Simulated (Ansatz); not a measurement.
Cost and result for the atomization energy of AlH₂S₂ (`[SH][Al][SH]`) radical (5 atoms, 4 bonds).

```xyz
5

S    -0.4049   -0.8241   -1.9615
Al   -0.9852   -0.0959    0.0316
S     0.6536    0.6000    1.3253
H     0.9025   -0.5928   -1.7384
H    -0.1660    0.9128    2.3431
```

The species carries charge 0 and has multiplicity 2. The structure was optimised at the PBE0-D4/def2-TZVP level. It is one conformer, not always the lowest. Program: Ansatz. Hardware: A = 2 threads of an AMD EPYC 7R13 on a shared host; B = 2 threads of an AMD EPYC 7R13 on a shared host and a share of an NVIDIA H100 80 GB. Times are those of one run each, without the atoms' runs, and a repeat can differ threefold. Electronic energies, without spin–orbit coupling; frozen cores. CCSD(T)/CBS extrapolates def2-TZVPP and def2-QZVPP, and its time is that of the two runs behind it. T1 = 0.015; ⟨S²⟩ of the reference is 0.75. B3LYP takes the VWN-RPA correlation (the form of Gaussian; ORCA's B3LYP/G).

CCSD(T)/CBS is a level of theory with its own doubt, some kJ/mol a heavy atom from the limit and from the frozen cores, so smaller differences don't rank the functionals.

| level | functions | wall time |
| --- | --- | --- |
| PBE-D4/def2-TZVPP (with forces) [A] | 154 | 2.1 s |
| PBE0-D4/def2-TZVPP [A] | 154 | 2.7 s |
| B3LYP-D4/def2-TZVPP (with forces) [A] | 154 | 2.9 s |
| B2PLYP/def2-TZVPP [A] | 154 | 3.4 s |
| CCSD(T)/def2-TZVPP [B] | 154 | 3.5 s |
| r2SCAN-D4/def2-TZVPP (with forces) [A] | 154 | 4.2 s |
| ωB97X-V/def2-TZVPP [A] | 154 | 7 s |
| ωB97M-V/def2-TZVPP (with forces) [A] | 154 | 8 s |
| CCSD(T)/def2-QZVPP [B] | 270 | 9.5 s |
| CCSD(T)/CBS(def2) | – | 13 s |

Question: What atomization energy does each give, and how far from CCSD(T)/CBS? (Estimate.)

Answer: The calculation gave: 
| level | atomization (kcal/mol) | difference from CCSD(T)/CBS | per bond |
| --- | --- | --- | --- |
| PBE-D4/def2-TZVPP (with forces) [A] | 328.5 | 4.0 | 1.0 |
| PBE0-D4/def2-TZVPP [A] | 323.6 | -0.9 | -0.2 |
| B3LYP-D4/def2-TZVPP (with forces) [A] | 319.6 | -4.9 | -1.2 |
| B2PLYP/def2-TZVPP [A] | 315.2 | -9.3 | -2.3 |
| CCSD(T)/def2-TZVPP [B] | 311.1 | -13.4 | -3.3 |
| r2SCAN-D4/def2-TZVPP (with forces) [A] | 330.2 | 5.7 | 1.4 |
| ωB97X-V/def2-TZVPP [A] | 325.4 | 0.9 | 0.2 |
| ωB97M-V/def2-TZVPP (with forces) [A] | 324.9 | 0.4 | 0.1 |
| CCSD(T)/def2-QZVPP [B] | 318.9 | -5.6 | -1.4 |
| CCSD(T)/CBS(def2) | 324.5 | 0.0 | 0.0 |

From PBE to PBE0 (25 % exact exchange), in def2-TZVPP and without D4, the atomization energy moves by −4.5 kcal/mol: exact exchange takes away binding that semilocal exchange gives to molecules. In def2-TZVPP, CCSD(T) changes the Hartree–Fock value by +80.9 kcal/mol (the triples alone add +6.8 kcal/mol) and MP2 by +87.3 kcal/mol; breaking electron pairs costs correlation energy, which Hartree–Fock lacks. The D4 term adds +5.1 kcal/mol with B3LYP and +2.6 kcal/mol with PBE0; it sums over pairs of atoms, weighted by their polarisabilities, and B3LYP, whose exchange is more repulsive, gets the larger term.
